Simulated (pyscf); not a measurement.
Structures and frequencies: ωB97X-D3(BJ)/def2-SVP in PySCF.

Question: For the elementary gas-phase step `[SiH4]` + `[SiH3][GeH]` [singlet] → `[SiH3][GeH2][SiH3]` (singlet surface; H–Si broken, Ge–Si, Ge–H formed), what barrier and reaction energy does ωB97M-D3(BJ)/def2-TZVP give, measured from the separated reactants?

Answer: ΔE‡ = -5.8 kcal/mol, ΔE = -41.4 kcal/mol. Zero-point energy shifts the barrier by +1.5 kcal/mol. It is an insertion, with an imaginary mode of 278i cm⁻¹. On the reactant side the descent ends in an adduct with a Ge–Si, Ge–H contact, 12.0 kcal/mol under the separated species and 1.7 kcal/mol under the saddle at ωB97X-D3(BJ)/def2-TZVP. At ωB97M-D3(BJ) the saddle lies under the separated reactants, which points to a path from their complex (located at ωB97X-D3(BJ) alone). What is counted as formed (Ge–Si, Ge–H) is already present as a longer contact in the reactant adduct; forming that adduct is a step of its own. At ωB97X-D3(BJ) the barrier from the zero used here is -10.3 kcal/mol. One saddle was located; it need not be the lowest between these sides. Elements up to Kr have no core potential and no relativistic terms here.
